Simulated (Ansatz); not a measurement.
This Ansatz (a first-principles code) input (B2PLYP/6-31G**) gives -460.63268 Eh with 24 basis functions. A basis named .json is the Basis Set Exchange file of that set (core-valence sets with the plain set on hydrogen).

Ansatz 0.2 input:
```yaml
crystal:
  periodic: [false, false, false]
  atoms:
    - {symbol: Cl, position_ang: [-0.00000000, -0.00000000, -0.07122178]}
    - {symbol: H, position_ang: [0.00000000, 0.00000000, 1.21077034]}
basis:
  gaussian:
    orbitals: 6-31G__.json
hamiltonian:
  xc: {name: B2PLYP}
magnetization: {spin_polarized: false}
correlation: {electrons: outside_noble_gas}
```

Change:
```diff
- orbitals: 6-31G__.json
+ orbitals: cc-pV_5+d_Z.json
```

Q: What does the run give now?

A: -460.70994 Eh (B2PLYP/cc-pV(5+d)Z, 155 functions), a change of -77.26 mEh.
